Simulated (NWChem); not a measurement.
System: chloromethane (CH3Cl); SMILES ClC

```xyz
5

C      0.0000     0.0000    -1.1109
Cl     0.0000     0.0000     0.6644
H      0.7330     0.7330    -1.4701
H      0.2683    -1.0013    -1.4701
H     -1.0013     0.2683    -1.4701
```
Atoms are numbered in this order, from 1.

All runs use the structure optimised with PBE0/def2-SVP.

List the 4 lowest vertical singlet excitations from Hartree-Fock/def2-SVP, CIS (NWChem).


```tsv
state	energy (eV)	oscillator strength	leading excitation (squared amplitude)
S1	8.95	0.000	HOMO → LUMO+1 (0.61)
S2	8.95	0.000	HOMO−1 → LUMO+1 (0.61)
S3	11.25	0.056	HOMO → LUMO (0.56)
S4	11.25	0.056	HOMO−1 → LUMO (0.56)
```
